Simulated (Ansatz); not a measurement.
# Basis-set limit of H2O2, triplet

```yaml
atoms:
  - { symbol: O, position_ang: [-1.0740, -0.0275, 0.0000] }
  - { symbol: H, position_ang: [-1.3233, 0.8991, 0.0000] }
  - { symbol: H, position_ang: [0.0060, -0.0275, 0.0000] }
  - { symbol: O, position_ang: [1.1570, -0.0275, 0.0000] }
```

Connectivity, by distances: OH ··· O, 1 bridging H.

Ansatz 0.2.0, UHF determinant, valence electrons correlated. Energies in eV.

```
       set  X  functions  Hartree–Fock  MP2 correlation  CCSD(T) correlation                                                                                                  time
def2-TZVPP  3         90    -4103.8138         -11.6068             -12.6579  29 s on 1 × NVIDIA H100 80GB HBM3 with 1 thread of AMD EPYC 7R13 Processor (Zen 3), on a shared host
def2-QZVPP  4        174    -4104.0048         -12.6107             -13.6125      41 s on 1 × NVIDIA H100 80GB HBM3 with 1 thread of AMD EPYC 7R13 Processor (Zen 3) (shared host)
```

Hartree–Fock is taken to follow E(X) = E∞ + A·exp(−7.88·√X), correlation E(X) = E∞ + B·X^−2.97.

Cautions: lower spins were not checked.

Question: Work out the CCSD(T) energy at the limit, and how far the shortcut misses it that extrapolates MP2 and adds CCSD(T) minus MP2 from the smaller set.

Answer: Hartree–Fock: E∞ = E4 + 0.1377·(E4 − E3) = -4104.0311. Correlation: E∞ = E4 + 0.7407·(E4 − E3) = -14.3195 for CCSD(T) and -13.3543 for MP2. The limit is -4118.3506 eV, 0.733 eV below def2-QZVPP. The shortcut gives a correlation energy of -13.3543 + (-1.0511) = -14.4054, 86 meV lower than the direct value.
